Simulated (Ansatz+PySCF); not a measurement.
Values are calculated unless marked as measured or tabulated.
Input for PySCF 2.14.0:

```python
from pyscf import gto, scf, cc

mol = gto.M(atom="""
Si 0.000000 0.000000 0.000000
H 2.329280 0.000000 1.344810
H -2.329280 0.000000 1.344810
""", basis='6-31g', charge=0, spin=0)
mf = scf.UHF(mol)
mf.kernel()
mycc = cc.CCSD(mf, frozen=5).run()
et = mycc.ccsd_t()
print(mf.e_tot, mycc.e_corr, et, mycc.e_tot + et)
```

The script is written out from the run's settings.

Output:

| Item | Value |
| --- | --- |
| Converged | yes |
| Reference energy | -289.74742 hartree |
| CCSD correlation energy | -0.14443 hartree |
| Triples correction | -0.00323 hartree |
| Total energy | -289.89507 hartree |
| Spin squared of the determinant | 0.000 |

The reference isn't the lowest determinant (another lies 2.43 eV lower), but the same method gives a higher total on the lower determinant. Caution: large amplitudes, a single reference is doubtful.
